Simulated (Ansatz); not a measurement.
Lattice constant a (Å) of 28 elemental solids other than molecular ones, computed with r²SCAN (PAW; Ansatz, a program for electronic structure) and with HSE06 in Ansatz (PAW). The set holds measured phases with no doubt noted on the run or the magnetic state but for the caveats below. 25 more of the class have both values but aren't in it, for one of these reasons: built or high-temperature cells, doubts on the run or the magnetic state, unlike cells, values of zero, layered or molecular crystals, cells that aren't cubic. Solids without a value at one level (not run, failed, or a magnetic order lost), or held back for tests, aren't counted.

All rows, in order of the shift (worked out from unrounded values):

| solid | r²SCAN | HSE06 | shift (%) |
|---|---|---|---|
| bcc V | 2.982 | 2.962 | -0.67 |
| fcc Rh | 3.800 | 3.779 | -0.55 |
| fcc Ir | 3.844 | 3.825 | -0.51 |
| bcc Mo | 3.151 | 3.136 | -0.46 |
| bcc Cs | 6.273 | 6.247 | -0.42 |
| diamond | 3.560 | 3.546 | -0.41 |
| bcc Li | 3.477 | 3.463 | -0.41 |
| fcc Pt | 3.940 | 3.926 | -0.37 |
| bcc Rb | 5.747 | 5.728 | -0.33 |
| bcc K | 5.348 | 5.331 | -0.32 |
| bcc Nb | 3.303 | 3.296 | -0.22 |
| bcc W | 3.169 | 3.163 | -0.18 |
| grey tin (α-Sn) | 6.566 | 6.556 | -0.15 |
| diamond-structure Si | 5.444 | 5.440 | -0.09 |
| fcc Pd | 3.908 | 3.909 | +0.02 |
| bcc Ta | 3.305 | 3.306 | +0.04 |
| fcc Au | 4.125 | 4.126 | +0.04 |
| bcc Na | 4.223 | 4.225 | +0.05 |
| fcc Pb | 4.994 | 4.998 | +0.09 |
| diamond-structure Ge | 5.675 | 5.685 | +0.18 |
| fcc Sr | 6.101 | 6.119 | +0.29 |
| fcc Ca | 5.568 | 5.591 | +0.41 |
| fcc Al | 3.992 | 4.019 | +0.68 |
| fcc Ag | 4.104 | 4.140 | +0.88 |
| fcc Ni | 3.478 | 3.511 | +0.95 |
| bcc Ba | 5.070 | 5.123 | +1.04 |
| fcc Cu | 3.577 | 3.633 | +1.57 |
| bcc Fe | 2.866 | 2.912 | +1.59 |

The shift from r²SCAN to HSE06 has a median of -0.03 %, and eight in ten lie between -0.48 % and +0.97 %; HSE06 is the larger in 14 of 28.

Ansatz's runs of these crystals have no spin polarisation, but for bcc Fe, fcc Ni. Meta-GGA and hybrid levels favour moments, which can bear on fcc Pd, bcc Fe, bcc V, fcc Pt, fcc Rh, fcc Ni.

Density-functional runs with spin start from parallel moments for bcc Fe, parallel moments for fcc Ni.

Spin–orbit coupling is left out, also for the solids with elements from indium on (bcc Ta, fcc Pt, bcc Ba, grey tin (α-Sn), bcc W, fcc Ir, bcc Cs, fcc Pb, fcc Au); its size isn't shown.

Ansatz's density-functional and Hartree–Fock values are scalar-relativistic unless marked +SOC, with PAW data made under PBE.
